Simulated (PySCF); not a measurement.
**SVWN5/def2-SVPD run of C2H7Al (SMILES [CH3][AlH][CH3])**

Aim: the energy of C2H7Al. Input form: a Python script.

Program for the calculation: PySCF 2.14.0.

## 1. Starting point

C2H7Al has 10 atoms, charge 0, and is taken as a singlet. As SMILES, `[CH3][AlH][CH3]`. One bond was lengthened or shortened from a relaxed shape.

Bond lengths: C1–Al2 1.954 Å, Al2–C3 1.954 Å, C1–H4 1.095 Å, C1–H5 1.092 Å, C1–H6 1.096 Å, Al2–H7 1.595 Å, C3–H8 1.093 Å, C3–H9 1.260 Å, C3–H10 1.096 Å. Some angles: C1–Al2–C3 121.2°, C1–Al2–H7 120.2°, C3–Al2–H7 118.5°, Al2–C1–H4 111.1°, Al2–C1–H5 113.4°, Al2–C1–H6 110.4°, Al2–C3–H8 113.4°, Al2–C3–H9 111.0°, Al2–C3–H10 110.5°, H4–C1–H5 108.0°.

## 2. The energy at SVWN5/def2-SVPD

Input file job.py:

```python
from pyscf import gto, dft

mol = gto.M(
    atom='''
C     -2.388251     2.037903    -1.419154
Al     0.854330     0.333748    -0.952581
C      1.623638    -1.500798     2.158097
H     -3.965983     0.733236    -1.112829
H     -2.611050     2.878642    -3.290928
H     -2.617286     3.549873    -0.021324
H      2.949847     0.441463    -3.115939
H      0.045905    -1.559379     3.489032
H      2.271262    -3.743358     1.689982
H      3.234440    -0.635114     3.130928
''',
    max_memory=1860,
    unit='bohr',
    verbose=3,
    basis='def2-svpd',
)

mf = dft.RKS(mol)
mf.xc = 'svwn'
mf.conv_tol = 1e-10
mf.grids.level = 5
mf.kernel()
if not mf.converged:
    mf = mf.newton().run(mf.mo_coeff, mf.mo_occ)

e_final = mf.e_tot
print('E = %.10f Eh' % e_final)
```

Started as:

```bash
OMP_NUM_THREADS=1 python job.py
```

The program printed:

```text
converged SCF energy = -320.867345886297
E = -320.8673458863 Eh
```

Wall time 16 s (1 thread of Intel Xeon at 2.70GHz, shared host); peak memory 0.47 GiB.

## 3. What came out

Level: SVWN5/def2-SVPD.

| quantity | value |
| --- | --- |
| total energy | -320.86735 Eh |
| dipole moment | 0.74 D |
| HOMO energy | -6.64 eV |
| LUMO energy | -1.86 eV |
| HOMO–LUMO gap | 4.78 eV |

Mulliken charges run from -0.21 on C3 to +0.53 on Al2; in a basis this large or diffuse they mean little.
